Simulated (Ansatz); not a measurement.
Basis-set extrapolation for C2H3FN2 (PBE0-D4/def2-TZVP geometry, frozen core, Ansatz 0.2.0). Multiplicity 1, RHF reference.

|  | def2-TZVPP | def2-QZVPP |
| --- | --- | --- |
| HF | -285.860338 | -285.872636 |
| MP2 correlation | -0.947974 | -1.020862 |
| CCSD(T) correlation | -1.010296 | not run |

Energies in hartree. Use E(X) = E(∞) + A·exp(−7.88·√X) for Hartree–Fock and E(X) = E(∞) + B·X^(−2.97) for correlation, with X = 3 and 4, and add CCSD(T) minus MP2 of the smaller set to the MP2 limit.

Problem. What is the CCSD(T) energy at the basis-set limit?

Solution. HF limit: -285.872636 + (-0.012298) × 0.13774 = -285.87433. MP2 limit: -1.020862 + (-0.072888) × 0.74074 = -1.07485. Higher-order term: -1.010296 − (-0.947974) = -0.06232. Total: -287.01150 hartree, 369.8 kJ/mol below CCSD(T)/def2-TZVPP.
